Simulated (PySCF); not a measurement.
Compound: C4H8ClF.
Atom-mapped SMILES: `[CH3:1][C@H:2]([Cl:3])[C@@H:4]([CH3:5])[F:6]` (hydrogens: H7, H8, H9 on C1; H10 on C2; H11 on C4; H12, H13, H14 on C5)

The closed-shell SCF was solved with PySCF and density fitting under several settings on one GFN2-xTB geometry (grid level 2 and gas phase unless stated).

```csv
settings,basis functions,SCF cycles,E (Eh),HOMO (eV),LUMO (eV),dipole (D)
PBE0/pcSseg-1,149,12,-716.8072,-8.56,0.75,0.25
CAM-B3LYP/def2-SVPD,194,12,-716.8774,-10.01,1.35,0.14
"PBE0/def2-SVPD, energy threshold 1e-11 Eh",194,11,-716.5449,-8.60,0.41,0.20
"WP04/cc-pVDZ, grid level 1, start guess atom",128,11,-727.3162,-9.48,-1.27,0.19
OPBE/6-31G,74,14,-717.0593,-6.98,-0.04,0.42
```

**Question.** Estimate the rows for these settings: (1) HSE06/def2-SVPD, level shift 0.3 Eh; (2) PBE0/ANO-RCC-VDZP; (3) B3LYP/aug-pcSseg-1, fitting basis def2-universal-jkfit.

**Answer.** 
```
                                              settings  basis functions  SCF cycles     E (Eh)  HOMO (eV)  LUMO (eV)  dipole (D)
                   HSE06/def2-SVPD, level shift 0.3 Eh              194          12  -716.5844      -8.20       0.04        0.20
                                     PBE0/ANO-RCC-VDZP              128          12  -716.5716      -8.53       0.42        0.12
B3LYP/aug-pcSseg-1, fitting basis def2-universal-jkfit              235          10  -717.2844      -8.32      -0.26        0.20
```

**Question.** Over all rows, what range does the HOMO–LUMO gap span?

**Answer.** From 6.94 eV (OPBE/6-31G) to 11.36 eV (CAM-B3LYP/def2-SVPD). The functional of the narrowest has no exact exchange, that of the widest range-separated exact exchange.

**Question.** And the dipole moment?

**Answer.** From 0.12 D (PBE0/ANO-RCC-VDZP) to 0.42 D (OPBE/6-31G); the largest is 3.50 times the smallest, and the median is 0.20 D.

**Question.** Compare two rows with the functional PBE0: PBE0/pcSseg-1 and PBE0/def2-SVPD, energy threshold 1e-11 Eh. Which energy is lower, and by how much?

**Answer.** PBE0/pcSseg-1 (149 functions) lies 0.2623 Eh or 165 kcal/mol below PBE0/def2-SVPD, energy threshold 1e-11 Eh (194 functions). The smaller set gives the lower energy; the two sets aren't nested, so the variational bound doesn't order them by size.

Cycle counts include a coarse-grid stage where the run had one. WP04 was designed for NMR shieldings or shifts; total energies of different functionals aren't comparable. ANO-RCC sets were contracted for a scalar-relativistic Hamiltonian, but ran non-relativistically here.

Conformer computed: `[CH3:1][C@H:2]([Cl:3])[C@@H:4]([CH3:5])[F:6]`: C1–C2–C4–C5 -177°.

One conformer stands for the species.
